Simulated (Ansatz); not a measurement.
# BH3+ (doublet): one geometry, many settings at distance B1–H2 = 1.371 Å

What do other methods and options give for BH3+ (doublet) at this geometry, and how long do they take?

Program: Ansatz 0.2.0, Gaussian basis. Level of theory: the settings change from run to run. These are calculated values, not measurements.

16 further runs of the same task are left out: 12 that didn't finish, 4 set aside as unsound or not needed.

## Step 1: What is computed

The geometry derives from a PBE0/def2-TZVP stationary point (not a proven minimum). One bond is set to the value named and the two fragments are kept rigid.

4 atoms, charge 1, spin multiplicity 2.

Atoms are counted from 1 here; the program's logs count them from 0.

Bond lengths: B1–H2 1.371 Å, B1–H3 1.174 Å, B1–H4 1.276 Å. Angles: H2–B1–H3 145.8°, H2–B1–H4 68.5°, H3–B1–H4 145.8°.

As a file:

```tsv
atom	x (Å)	y (Å)	z (Å)
B1	0.00000	-0.00390	0.07387
H2	0.00000	0.76743	-1.05957
H3	0.00000	-0.00390	1.24809
H4	0.00000	-0.72169	-0.98087
```

## Step 2: MP2 on ROHF/cc-pVDZ

in.yaml

```yaml
crystal:
  periodic: [false, false, false]
  atoms:
    - {symbol: B, position_ang: [0.000000, -0.003902, 0.073873]}
    - {symbol: H, position_ang: [0.000000, 0.767435, -1.059565]}
    - {symbol: H, position_ang: [0.000000, -0.003902, 1.248087]}
    - {symbol: H, position_ang: [0.000000, -0.721686, -0.980873]}
basis:
  gaussian: {orbitals: cc-pVDZ}
total_charge: 1
magnetization: {spin_polarized: false, initial_magnetization: 1}
correlation: {method: mp2, electrons: valence}
accuracy: high
```

The run is started by

```sh
> ansatz run in.yaml --threads 1 --pin off --events-out ev --progress --plain --max-ram 2393MiB
```

Log:

```text
Functional definition: HF
  name "HF"
  cite "Fock, Z. Phys. 61, 126 (1930) doi:10.1007/BF01340294"
  parent pbe
  exchange = exact_x
  correlation = 0
589 factors; integrals over basis functions are off by at most 2.9e-9 eV
mean field evaluation 1: about -706.3579 eV, gradient 8.7e0 eV
mean field evaluation 2: about -706.3577 eV, gradient 8.7e0 eV
mean field evaluation 4: about -706.7699 eV, gradient 3.3e-1 eV
mean field evaluation 8: about -706.7713 eV, gradient 2.6e-4 eV
mean field -706.77131409 eV, -25.9733667262 hartree, gradient 8.8e-8 eV, S^2 0.750000; 0 other end points of the search recorded, 0 dependent functions left out
mean field evaluation 16: about -706.8835 eV, gradient 4.9e-1 eV
1 core orbitals not correlated: weight in the atoms' cores, before any rotation towards them, 1.000 or more for the frozen orbitals, at most 0.000 for the correlated occupied ones
reference -706.77131409 eV, -25.9733667262 hartree; 3, 2 occupied and 25, 26 virtual orbitals, 589 factors
second order -1.91163025 eV of doubles, -0.07132509 eV of singles
Total energy: -708.75426943 eV, -26.0462389908 hartree
```

It took 0.18 s on 1 thread of Arm Neoverse V1, shared host.

## Step 3: CASCI(1,9)/6-31G

in.yaml, as its differences from that of step 2:

```diff
@@ -8,6 +8,6 @@
 basis:
-  gaussian: {orbitals: cc-pVDZ}
+  gaussian: {orbitals: 6-31G}
 total_charge: 1
 magnetization: {spin_polarized: false, initial_magnetization: 1}
-correlation: {method: mp2, electrons: valence}
+correlation: {active_space: {window: {electrons: 1, orbitals: 9}, fixed_orbitals: true, states: [{multiplicity: 2, weights: [1, 0.5]}], root: 1}}
 accuracy: high
```

Launched as before.

Log:

```text
Functional definition: HF
  name "HF"
  cite "Fock, Z. Phys. 61, 126 (1930) doi:10.1007/BF01340294"
  parent pbe
  exchange = exact_x
  correlation = 0
351 factors; integrals over basis functions are off by at most 3.8e-9 eV
mean field evaluation 1: about -705.7851 eV, gradient 7.9e0 eV
mean field evaluation 2: about -705.7837 eV, gradient 7.9e0 eV
mean field evaluation 4: about -706.1138 eV, gradient 2.9e-1 eV
mean field evaluation 8: about -706.1148 eV, gradient 4.2e-8 eV
mean field -706.11481386 eV, -25.9492407874 hartree, gradient 1.8e-8 eV, S^2 0.750000; 0 other end points of the search recorded, 0 dependent functions left out
reference -706.11481386 eV, -25.9492407874 hartree; 4, 3 occupied and 11, 12 virtual orbitals, 351 factors
state -706.11481386 eV, -25.9492407874 hartree
state -701.02400886 eV, -25.7621571544 hartree
Total energy: -701.02400886 eV, -25.7621571544 hartree
```

Run time: 0.09 s. Hardware: 1 thread of Arm Neoverse V1, shared host.

From the report: 7 determinants; active occupations (of the averaged states) 0.67, 0.33, 0.00, 0.00, 0.00, 0.00, 0.00, 0.00, 0.00.

## Step 4: MRCISD+Q(relaxed)(5,3)/6-31G

in.yaml, as its differences from that of step 3:

```diff
@@ -11,3 +11,2 @@
 magnetization: {spin_polarized: false, initial_magnetization: 1}
-correlation: {active_space: {window: {electrons: 1, orbitals: 9}, fixed_orbitals: true, states: [{multiplicity: 2, weights: [1, 0.5]}], root: 1}}
-accuracy: high
+correlation: {method: fic_mrcisd_q_relaxed, electrons: all, active_space: {window: {electrons: 5, orbitals: 3}}}
```

Launched as before.

Log, shortened:

```text
Functional definition: HF
  name "HF"
  cite "Fock, Z. Phys. 61, 126 (1930) doi:10.1007/BF01340294"
  parent pbe
[...]
222 factors; integrals over basis functions are off by at most 3.4e-4 eV
[...]
mean field -706.11482889 eV, -25.9492413401 hartree, gradient 5.7e-6 eV, S^2 0.750000; 0 other end points of the search recorded, 0 dependent functions left out
reference -706.11482889 eV, -25.9492413401 hartree; 4, 3 occupied and 11, 12 virtual orbitals, 222 factors
state -706.11482889 eV, -25.9492413401 hartree
contracted CI cycle   1: correlation 0.00000000 eV, 0.0000000000 hartree, residual 9.57e0 eV
contracted CI cycle   2: correlation -1.62793151 eV, -0.0598253795 hartree, residual 2.18e0 eV
contracted CI cycle   3: correlation -1.69609224 eV, -0.0623302402 hartree, residual 6.65e-1 eV
contracted CI cycle   4: correlation -1.70074137 eV, -0.0625010925 hartree, residual 1.45e-1 eV
contracted CI cycle   5: correlation -1.70101691 eV, -0.0625112183 hartree, residual 3.49e-2 eV
contracted CI cycle   6: correlation -1.70104294 eV, -0.0625121749 hartree, residual 1.54e-2 eV
contracted CI cycle   7: correlation -1.70104747 eV, -0.0625123413 hartree, residual 5.10e-3 eV
contracted CI cycle   8: correlation -1.70104799 eV, -0.0625123606 hartree, residual 1.87e-3 eV
contracted CI cycle   9: correlation -1.70104803 eV, -0.0625123620 hartree, residual 5.57e-4 eV
state -706.11482889 eV, -25.9492413401 hartree; corrected -707.88638630 eV, -26.0143448740 hartree
Total energy: -707.88638630 eV, -26.0143448740 hartree
```

Wall time 0.21 s (1 thread of Arm Neoverse V1, shared host).

From the report: 3 determinants; active occupations 2.00, 2.00, 1.00.

## Step 5: NEVPT2(5,7)/cc-pVDZ

in.yaml, as its differences from that of step 4:

```diff
@@ -8,5 +8,5 @@
 basis:
-  gaussian: {orbitals: 6-31G}
+  gaussian: {orbitals: cc-pVDZ}
 total_charge: 1
 magnetization: {spin_polarized: false, initial_magnetization: 1}
-correlation: {method: fic_mrcisd_q_relaxed, electrons: all, active_space: {window: {electrons: 5, orbitals: 3}}}
+correlation: {method: sc_nevpt2, electrons: outside_noble_gas, active_space: {window: {electrons: 5, orbitals: 7}}}
```

Launched as before.

Log:

```text
Functional definition: HF
  name "HF"
  cite "Fock, Z. Phys. 61, 126 (1930) doi:10.1007/BF01340294"
  parent pbe
  exchange = exact_x
  correlation = 0
261 factors; integrals over basis functions are off by at most 1.2e-3 eV
mean field evaluation 1: about -706.3579 eV, gradient 8.7e0 eV
mean field evaluation 2: about -706.3577 eV, gradient 8.7e0 eV
mean field evaluation 4: about -706.7699 eV, gradient 3.3e-1 eV
mean field evaluation 8: about -706.7713 eV, gradient 2.6e-4 eV
mean field -706.77131454 eV, -25.9733667426 hartree, gradient 1.4e-6 eV, S^2 0.750000; 0 other end points of the search recorded, 0 dependent functions left out
reference -706.77131454 eV, -25.9733667426 hartree; 4, 3 occupied and 25, 26 virtual orbitals, 261 factors
state -708.15338180 eV, -26.0241567775 hartree
state -708.15338180 eV, -26.0241567775 hartree; corrected -709.01101064 eV, -26.0556740563 hartree
Total energy: -709.01101064 eV, -26.0556740563 hartree
```

Wall time 0.87 s (1 thread of Arm Neoverse V1, shared host).

From the report: 390 determinants; active occupations 1.97, 1.96, 1.00, 0.02, 0.02, 0.01, 0.01.

## Step 6: BCCD/def2-SVPD

in.yaml, as its differences from that of step 5:

```diff
@@ -8,5 +8,7 @@
 basis:
-  gaussian: {orbitals: cc-pVDZ}
+  gaussian: {orbitals: def2-SVPD}
 total_charge: 1
 magnetization: {spin_polarized: false, initial_magnetization: 1}
-correlation: {method: sc_nevpt2, electrons: outside_noble_gas, active_space: {window: {electrons: 5, orbitals: 7}}}
+hamiltonian: {xc: {name: PBE0}}
+correlation: {method: bccd, electrons: outside_noble_gas}
+output: {forces: true}
```

The command is unchanged.

Log, shortened:

```text
Functional definition: PBE0
  name "PBE0"
  cite "Adamo & Barone, J. Chem. Phys. 110, 6158 (1999) doi:10.1063/1.478522"
  cite "Perdew, Burke & Ernzerhof, Phys. Rev. Lett. 77, 3865 (1996) doi:10.1103/PhysRevLett.77.3865"
  parent pbe
[...]
438 factors; integrals over basis functions are off by at most 1.9e-3 eV
[...]
mean field -710.13655408 eV, -26.0970370145 hartree, gradient 9.7e-7 eV, S^2 0.750000; 0 other end points of the search recorded, 0 dependent functions left out
1 core orbitals not correlated: weight in the atoms' cores, before any rotation towards them, 1.000 or more for the frozen orbitals, at most 0.000 for the correlated occupied ones
reference -706.11372513 eV, -25.9492007775 hartree; 3, 2 occupied and 40, 41 virtual orbitals, 438 factors
second order -2.03835547 eV of doubles, -0.12115556 eV of singles
cycle   1  -2.56009730 eV  change   -4.0e-1 eV  update   4.2e-2
[...]
cycle  11  -2.70159859 eV  change   -3.2e-8 eV  update   1.3e-6
[...]
Total energy: -708.81532372 eV, -26.0484826946 hartree
Atom 0 at     0.000000    -0.003902     0.073873 Å, force     0.000000     0.288960    -1.317264 eV/Å
Atom 1 at     0.000000     0.767435    -1.059565 Å, force    -0.000000    -0.517135     0.907487 eV/Å
Atom 2 at     0.000000    -0.003902     1.248087 Å, force     0.000000     0.121213     0.292297 eV/Å
Atom 3 at     0.000000    -0.721686    -0.980873 Å, force    -0.000000     0.106963     0.117480 eV/Å
Dipole moment:     0.000000     0.030762    -0.230384 e Å
```

Wall time 3 s (1 thread of Arm Neoverse V1, shared host).

From the report: correlation -2.7016 eV; largest double amplitude 0.05.

## Step 7: CCSDTQ on UHF/STO-3G

in.yaml

```yaml
crystal:
  periodic: [false, false, false]
  atoms:
    - {symbol: B, position_ang: [0.000000, -0.003902, 0.073873]}
    - {symbol: H, position_ang: [0.000000, 0.767435, -1.059565]}
    - {symbol: H, position_ang: [0.000000, -0.003902, 1.248087]}
    - {symbol: H, position_ang: [0.000000, -0.721686, -0.980873]}
basis:
  gaussian: {orbitals: STO-3G}
total_charge: 1
magnetization: {spin_polarized: true, initial_magnetization: 1}
correlation: {method: ccsdtq, electrons: valence}
output: {forces: true}
```

Launched as before.

Log, shortened:

```text
Functional definition: HF
  name "HF"
  cite "Fock, Z. Phys. 61, 126 (1930) doi:10.1007/BF01340294"
  parent pbe
[...]
108 factors; integrals over basis functions are off by at most 2.1e-8 eV
[...]
mean field -698.17089658 eV, -25.6573072119 hartree, gradient 2.7e-6 eV, S^2 0.759103; 1 other end points of the search recorded, 0 dependent functions left out
1 core orbitals not correlated: weight in the atoms' cores, before any rotation towards them, 1.000 or more for the frozen orbitals, at most 0.000 for the correlated occupied ones
reference -698.17089658 eV, -25.6573072119 hartree; 3, 2 occupied and 4, 5 virtual orbitals, 108 factors
second order -0.86416772 eV of doubles, -0.00000000 eV of singles
cycle   1  -1.14919758 eV  change   -2.9e-1 eV  update   4.4e-2
[...]
cycle  12  -1.34085218 eV  change   -2.1e-7 eV  update   3.6e-7
[...]
Total energy: -699.51174876 eV, -25.7065826207 hartree
Atom 0 at     0.000000    -0.003902     0.073873 Å, force    -0.000000     0.351307    -2.058238 eV/Å
Atom 1 at     0.000000     0.767435    -1.059565 Å, force    -0.000000     0.244193     1.080170 eV/Å
Atom 2 at     0.000000    -0.003902     1.248087 Å, force     0.000000     0.146272     0.760986 eV/Å
Atom 3 at     0.000000    -0.721686    -0.980873 Å, force    -0.000000    -0.741771     0.217082 eV/Å
Dipole moment:    -0.000000     0.041682    -0.253087 e Å
```

It took 34 s on 1 thread of Arm Neoverse V1, shared host.

From the report: ⟨S²⟩ of the determinant 0.759 (pure doublet: 0.75); correlation -1.3409 eV; T1 0.008; largest double amplitude 0.06.

## Step 8: All runs side by side

Where basis and cores are those of an earlier FCI/cc-pVDZ run (-709.3806 eV), and the state is the same kind, the miss against it is given.

```tsv
level	correlated	functions	energy (eV)	from FCI (meV)	time
MP2 on ROHF/cc-pVDZ	valence	29	-708.7543	626.3	0.18 s
CASCI(1,9)/6-31G (excited root 1 of an average)		15	-701.0240		0.09 s
MRCISD+Q(relaxed)(5,3)/6-31G	all	15	-707.8864		0.21 s
NEVPT2(5,7)/cc-pVDZ	outside noble gas	29	-709.0110	369.6	0.87 s
BCCD/def2-SVPD (on PBE0 orbitals)	outside noble gas	44	-708.8153		3 s
CCSDTQ on UHF/STO-3G	valence	8	-699.5117		34 s
```

## Step 9: Outcome

```
quantity                                                    value
    runs                                                        6
quickest  CASCI(1,9)/6-31G (excited root 1 of an average), 0.09 s
 slowest                               CCSDTQ on UHF/STO-3G, 34 s
```

What this shows: Total energies in different bases, with other cores or another treatment of relativity can't be set against each other. CCSDTQ on UHF/STO-3G took 373 times as long as CASCI(1,9)/6-31G (excited root 1 of an average); the jobs differ in more than the method. Among the correlated runs with a miss given, it spans +370 to +626 meV.
